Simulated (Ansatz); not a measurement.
Geometry optimisation, RKS PBE0/def2-SVP (Ansatz 0.2.0).

input.yaml

```yaml
crystal:
  periodic: [false, false, false]
  atoms:
    - { symbol: B, position_ang: [-0.771295, 0.942551, 0.229957] }
    - { symbol: H, position_ang: [1.140458, -0.262139, 1.007524] }
    - { symbol: H, position_ang: [1.179577, -0.454774, 0.317046] }
    - { symbol: "N", position_ang: [-1.240543, 0.134641, -0.791803] }
    - { symbol: H, position_ang: [-0.960269, -0.817308, -1.002552] }
    - { symbol: H, position_ang: [-2.049828, 0.457029, -1.320071] }
basis:
  gaussian: { orbitals: def2-SVP }
hamiltonian:
  xc: pbe0
relax:
  f_tol: 0.03
  max_steps: 50
```

Command:

```bash
$ ansatz run input.yaml --threads 1 --pin off --max-ram 2048MiB --backend cpu --events-out ev --progress --plain --runs-dir out
```

**Question.** Where does it end, and by what steps?

**Answer.** The forces met the threshold. The force dipped under the threshold on the way, but the program's further checks kept it going. After 32 steps the energy has fallen by 0.213 eV; H3 moved furthest, 1.44 Å.

```tsv
step	energy less start (eV)	largest force component (eV/Å)	accepted
0	0.0000	1.658	yes
2	-0.1529	0.734	yes
4	-0.1988	0.313	yes
6	-0.2037	0.164	no
8	-0.2058	0.016	yes
10	-0.2067	0.040	yes
12	-0.2073	0.056	yes
14	-0.2082	0.107	yes
16	-0.2088	0.141	yes
18	-0.2102	0.059	yes
20	-0.2107	0.080	yes
22	-0.2112	0.070	yes
24	-0.2114	0.096	yes
26	-0.2099	0.318	no
28	-0.2120	0.049	yes
30	-0.2119	0.112	no
32	-0.2129	0.003	yes
```

```xyz
6
Properties=species:S:1:pos:R:3
B -0.920 0.756 0.000
H 1.656 -0.329 1.101
H 2.264 -0.780 1.200
N -1.695 0.252 -1.017
H -1.442 -0.589 -1.530
H -2.564 0.690 -1.314
```

Whether the end is a true minimum wasn't checked by a vibrational analysis.

Time of the run: 21 s on 1 thread of Intel(R) Xeon(R) Platinum 8488C (Sapphire Rapids), on a shared host, peak memory 0.12 GiB.
